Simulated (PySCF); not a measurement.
Static polarisabilities and like-pair C6 coefficients by linear response at CAM-B3LYP/def2-SVPD (PySCF, frozen core in the response, non-relativistic, gas phase), PBE0-D3(BJ)/def2-SVP geometries, one conformer each; atomic units unless stated.

```csv
label,species,α,C6
P,`CS[SiH]([SiH3])[SiH3]`,125.2,5009
Q,`BP[SiH2]C(C)(C)C`,122.4,5321
R,`FC(F)(F)SC1=CC=CO1`,82.8,2871
S,`C=COC(=C)S(=O)(=O)O`,82.3,2915
T,`[PH3]=NC`,49.9,941.6
```

Problem. Estimate the unlike-pair coefficients by the rule C6(AB) = 2·C6(AA)·C6(BB) / [C6(AA)·αB/αA + C6(BB)·αA/αB], and compare with the geometric mean, for PR, PS, PT, QR, QS, QT, RS and ST.

Solution. 
```tsv
pair	combination rule	geometric mean	ratio
PR	3758	3792	0.991
PS	3779	3821	0.989
PT	2164	2172	0.996
QR	3895	3908	0.997
QS	3920	3938	0.995
QT	2237	2238	0.999
RS	2893	2893	1.000
ST	1653	1657	0.998
```

The rule is exact for one-pole polarisabilities and never exceeds the geometric mean; the two meet where both partners have the same effective excitation energy. These unlike-pair values are estimates, not computed integrals.
